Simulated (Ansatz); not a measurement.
Input file:

```yaml
crystal:
  periodic: [false, false, false]
  atoms:
    - {symbol: Cr, position_ang: [0.000000, 0.000000, 0.000000]}
    - {symbol: Cl, position_ang: [0.000000, 0.000000, 2.201800]}
basis:
  gaussian: {orbitals: def2-SVP}
magnetization: {spin_polarized: true, initial_magnetization: 7}
correlation: {method: bccd, electrons: outside_noble_gas, diis_vectors: 4}
output: {forces: true}
```

```sh
$ ansatz run in.yaml --threads 1 --pin off --events-out ev --progress --plain --max-ram 2393MiB
```

Output:

```
517 factors; integrals over basis functions are off by at most 5.1e-4 eV
mean field evaluation 1: about -40878.3279 eV, gradient 2.7e1 eV
mean field evaluation 2: about -40878.4718 eV, gradient 2.7e1 eV
mean field evaluation 4: about -40883.8852 eV, gradient 3.1e0 eV
mean field evaluation 8: about -40884.0372 eV, gradient 1.1e-1 eV
mean field evaluation 16: about -40882.7478 eV, gradient 1.4e1 eV
mean field evaluation 32: about -40884.0373 eV, gradient 1.5e-6 eV
mean field evaluation 64: about -40883.8921 eV, gradient 8.1e-1 eV
mean field evaluation 96: about -40878.3976 eV, gradient 2.0e1 eV
mean field evaluation 128: about -40883.5309 eV, gradient 2.2e-2 eV
mean field evaluation 160: about -40880.7347 eV, gradient 1.5e-3 eV
mean field evaluation 192: about -40880.8623 eV, gradient 9.4e-1 eV
mean field evaluation 224: about -40880.5379 eV, gradient 2.3e-2 eV
mean field evaluation 256: about -40880.7377 eV, gradient 5.5e0 eV
mean field evaluation 288: about -40881.3370 eV, gradient 3.8e-1 eV
mean field evaluation 320: about -40881.0796 eV, gradient 1.1e0 eV
mean field evaluation 352: about -40877.5779 eV, gradient 8.1e0 eV
mean field evaluation 384: about -40878.3453 eV, gradient 1.9e1 eV
mean field -40884.03734740 eV, -1502.4606603212 hartree, gradient 8.3e-6 eV, S^2 15.756731; 17 other end points of the search recorded, 0 dependent functions left out
determinant -40884.03734740 eV, -1502.4606603212 hartree, with singles and doubles -40889.40314539 eV, -1502.6578497602 hartree
determinant -40883.53095138 eV, -1502.4420506106 hartree, with singles and doubles -40888.85852858 eV, -1502.6378354616 hartree
determinant -40881.38294193 eV, -1502.3631127194 hartree, with singles and doubles -40886.45146887 eV, -1502.5493776488 hartree
determinant -40881.19769564 eV, -1502.3563050436 hartree, with singles and doubles -40886.26944938 eV, -1502.5426885561 hartree
determinant -40880.73465821 eV, -1502.3392887322 hartree, with singles and doubles -40885.44956793 eV, -1502.5125584685 hartree
determinant -40880.73260460 eV, -1502.3392132634 hartree, with singles and doubles -40885.41313770 eV, -1502.5112196820 hartree
determinant -40880.72496134 eV, -1502.3389323787 hartree, with singles and doubles -40885.41287248 eV, -1502.5112099354 hartree
determinant -40880.66943240 eV, -1502.3368917276 hartree, with singles and doubles -40885.36241592 eV, -1502.5093556911 hartree
determinant -40880.60775557 eV, -1502.3346251459 hartree, with singles and doubles -40885.30628791 eV, -1502.5072930246 hartree
determinant -40880.53794729 eV, -1502.3320597392 hartree, with singles and doubles -40885.27018172 eV, -1502.5059661469 hartree
determinant -40884.03734740 eV, -1502.4606603212 hartree, with singles and doubles -40889.40321073 eV, -1502.6578521615 hartree
determinant -40883.53095138 eV, -1502.4420506106 hartree, with singles and doubles -40888.85866804 eV, -1502.6378405868 hartree
14 core orbitals not correlated: weight in the atoms' cores, before any rotation towards them, 0.998 or more for the frozen orbitals, at most 0.001 for the correlated occupied ones
reference -40884.03734740 eV, -1502.4606603212 hartree; 10, 3 occupied and 25, 32 virtual orbitals, 517 factors
second order -4.76320254 eV of doubles, -0.00000000 eV of singles
cycle   1  -5.35837324 eV  change    7.5e-3 eV  update   4.9e-3
cycle   2  -5.35643004 eV  change    1.9e-3 eV  update   6.5e-4
cycle   3  -5.35636797 eV  change    6.2e-5 eV  update   2.2e-4
cycle   4  -5.35638385 eV  change   -1.6e-5 eV  update   8.8e-5
cycle   5  -5.35638974 eV  change   -5.9e-6 eV  update   3.6e-5
cycle   6  -5.35639022 eV  change   -4.8e-7 eV  update   1.8e-5
cycle   7  -5.35638896 eV  change    1.3e-6 eV  update   7.7e-6
cycle   8  -5.35638849 eV  change    4.7e-7 eV  update   3.2e-6
cycle   9  -5.35638855 eV  change   -5.8e-8 eV  update   9.3e-7
cycle  10  -5.35638864 eV  change   -9.7e-8 eV  update   3.3e-7
cycle  11  -5.35638868 eV  change   -3.4e-8 eV  update   1.2e-7
the calculation of the forces begins
Total energy: -40889.39373608 eV, -1502.6575039743 hartree
Atom 0 at     0.000000     0.000000     0.000000 Å, force    -0.000000     0.000000    -4.539914 eV/Å
Atom 1 at     0.000000     0.000000     2.201800 Å, force    -0.000000    -0.000000     4.539914 eV/Å
Dipole moment:    -0.000000     0.000000     0.688788 e Å
```

Forces (eV/Å):
```
Cr   0.000  0.000 -4.540
Cl   0.000  0.000  4.540
```

Ran on 1 thread of Arm Neoverse V2, shared host: 10 s wall, 0.16 GiB peak host memory.
